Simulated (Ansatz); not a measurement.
System: diamond-structure Si. Method: LDA (PAW; Ansatz, a first-principles code).

Numerical settings: plane-wave cutoff 500 eV, 12×12×1 k mesh (along the axes of the cell as run), gaussian smearing 0.02 eV, scalar-relativistic PAW data made under PBE.

Question: What does this level give for the surface energy of the (111) face?

Answer: 
- surface energy of the (111) face = 1.74 J/m²

The slab of 12 atoms is relaxed and unreconstructed.
